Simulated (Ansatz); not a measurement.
Two shapes of doublet C2H5.

Shape 1:

```xyz
7

C     0.0000    0.0158   -0.6902
C     0.0000   -0.0421    0.7904
H     0.9337    0.0148    1.3558
H    -0.9337    0.0148    1.3558
H     0.0000    1.0601   -1.0660
H     0.8914   -0.4658   -1.1233
H    -0.8914   -0.4658   -1.1233
```

Shape 2:

```xyz
7

C     0.0000    0.0145   -0.6350
C     0.0000   -0.0388    0.7272
H     0.8590    0.0136    1.2473
H    -0.8590    0.0136    1.2473
H     0.0000    0.9753   -0.9807
H     0.8201   -0.4285   -1.0335
H    -0.8201   -0.4285   -1.0335
```

Basis set: 6-31G* (spherical functions). Frozen core: 2 orbitals. Charge 0, multiplicity 2.

Computed with Ansatz (development build ahead of 0.2.0); each method stands on the lowest determinant of its kind that the runs found.

Q: Which shape is lower in energy, and by how much in each method?

A:

| method | E(2) − E(1) (eV) |
| --- | --- |
| UHF | 0.906 |
| UHF-MP2 | 0.993 |

Shape 1 is lower.
